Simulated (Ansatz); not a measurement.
water (SMILES O), charge 0, multiplicity 1, relaxed at each level with Ansatz (a first-principles code); harmonic frequencies from differences of analytic forces, average atomic masses, frozen cores.

Q: Give the equilibrium geometry, the harmonic frequencies and the zero-point energy at CCSD(T)/cc-pVDZ.

A: 
(charge 0, multiplicity 1):
```xyz
3

O      0.00167     0.13263     0.01044
H     -0.75639    -0.46496    -0.03343
H      0.74443    -0.48328    -0.04118
```
Frequencies (cm⁻¹): 1690, 3821, 3927. Zero-point energy 13.49 kcal/mol.

Q: Give the equilibrium geometry, the harmonic frequencies and the zero-point energy at CCSD(T)/cc-pVQZ.

A: 
(charge 0, multiplicity 1):
```json
[
 {"atom": "O", "x (Å)": "0.0015", "y (Å)": "0.1195", "z (Å)": "0.0094"},
 {"atom": "H", "x (Å)": "-0.7613", "y (Å)": "-0.4584", "z (Å)": "-0.0329"},
 {"atom": "H", "x (Å)": "0.7495", "y (Å)": "-0.4768", "z (Å)": "-0.0407"}
]
```
Frequencies (cm⁻¹): 1659, 3844, 3951. Zero-point energy 13.52 kcal/mol.
